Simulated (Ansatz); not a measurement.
Relaxation of C2H8N2 (12 atoms, charge 0, multiplicity 1), to a largest force component of 0.015 eV/Å in at most 40 steps.

These are results of RKS r2SCANh-D4/def2-SVP in Ansatz, not measurements.

```xyz
12
Properties=species:S:1:pos:R:3:forces:R:3
C -1.399 0.107 -0.237 0.51 0.28 -0.16
C -0.049 0.823 -0.212 -0.22 -0.70 0.49
N 0.961 0.193 0.622 0.59 -0.04 -0.11
N 1.252 -1.158 0.136 -0.71 0.06 0.20
H -1.841 0.099 0.758 -0.21 -0.02 0.35
H -2.081 0.610 -0.917 -0.36 0.15 -0.24
H -1.263 -0.920 -0.564 -0.01 -0.36 -0.08
H 0.359 0.880 -1.226 0.11 0.17 -0.27
H -0.165 1.842 0.167 0.01 0.29 -0.04
H 0.572 0.056 1.555 -0.11 -0.03 -0.09
H 1.636 -1.036 -0.801 0.23 0.08 0.10
H 2.017 -1.497 0.718 0.15 0.12 -0.16
```

**Question.** Where does it end, and by what steps?

**Answer.** The forces met the threshold. After 4 steps the energy has fallen by 0.040 eV; N4 moved furthest, 0.04 Å.

```json
{"step": "0", "energy less start (eV)": "0.0000", "largest force component (eV/Å)": "0.705", "accepted": "yes"}
{"step": "1", "energy less start (eV)": "-0.0346", "largest force component (eV/Å)": "0.256", "accepted": "yes"}
{"step": "2", "energy less start (eV)": "-0.0395", "largest force component (eV/Å)": "0.074", "accepted": "yes"}
{"step": "3", "energy less start (eV)": "-0.0399", "largest force component (eV/Å)": "0.025", "accepted": "yes"}
{"step": "4", "energy less start (eV)": "-0.0399", "largest force component (eV/Å)": "0.006", "accepted": "yes"}
```

```xyz
12
Properties=species:S:1:pos:R:3
C -1.390 0.101 -0.241
C -0.044 0.816 -0.204
N 0.992 0.199 0.611
N 1.215 -1.168 0.148
H -1.847 0.075 0.760
H -2.092 0.612 -0.916
H -1.267 -0.935 -0.579
H 0.357 0.918 -1.228
H -0.164 1.845 0.172
H 0.595 0.081 1.545
H 1.643 -1.048 -0.774
H 2.002 -1.497 0.709
```

Whether the end is a true minimum wasn't checked by a vibrational analysis.

The run took 18 s on 2 threads of Arm Neoverse V1 (shared host), peak memory 0.21 GiB.
